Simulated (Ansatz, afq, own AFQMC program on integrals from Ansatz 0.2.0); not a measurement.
## In, doublet → In, quartet

A free In atom.

E(quartet, charge +0) − E(doublet, charge +0) at this geometry, on UHF and UHF determinants.

Basis def2-TZVP with its core potentials. Noble-gas cores (and the filled d shells of Ga–Kr and In–Xe) are frozen. AFQMC by an in-house program on the Cholesky factors that Ansatz 0.2.0 writes for its CCSD(T) run. ph-AFQMC/CISD is guided by a CISD state made of CCSD amplitudes; releasing the constraint for a short imaginary time cuts its bias at the price of noise, slowly where states lie close. Free projection: walkers drawn from exp(T), propagated without any constraint. Its projection time is finite, and what remains of the start isn't in its error. Uncertainties: one standard error, sampling alone. No spin–orbit coupling. The errors of all members are added in quadrature.

Full CI on the same integrals is exact in this basis and with this determinant's frozen core.

Errors are counted within def2-TZVP, not against nature.

Cautions: inner d shell frozen; no spin-orbit coupling; In (quartet): another spin lies lower, the ph-AFQMC/CISD walk drifts between its halves (2.1 errors).

```tsv
level	vertical spin gap (eV)
MP2	3.510
HF	2.885
```

Question: From these cheaper values, estimate the vertical spin gap at the reference level in def2-TZVP.

Answer: 3.752 eV (full CI in def2-TZVP).

| level | vertical spin gap (eV) | error against FCI (eV) |
| --- | --- | --- |
| CCSD | 3.728 | -0.024 |
| CCSD(T) | 3.746 | -0.006 |
| ph-AFQMC/HF | 3.684 ± 0.017 | -0.068 ± 0.017 |
| ph-AFQMC/CISD | 3.749 ± 0.002 | -0.003 ± 0.002 |
| released AFQMC | 3.751 ± 0.002 | -0.001 ± 0.002 |
| free AFQMC | 3.751 ± 0.001 | -0.001 ± 0.001 |

Correlation beyond CCSD(T) adds 0.006 eV. The perturbative (T) step is worth +0.018 eV.

Free projections are given only where their last times agree within the noise and don't stop above the reference; a slow remainder of the start can still hide under it. A walk keeps the symmetry of its determinant, which the program's search chose and which needn't be the lowest solution, so a lower state of the same spin and another symmetry isn't excluded. Released energies are given only where the last usable release times agree within the noise; a slower fall can still hide under it.
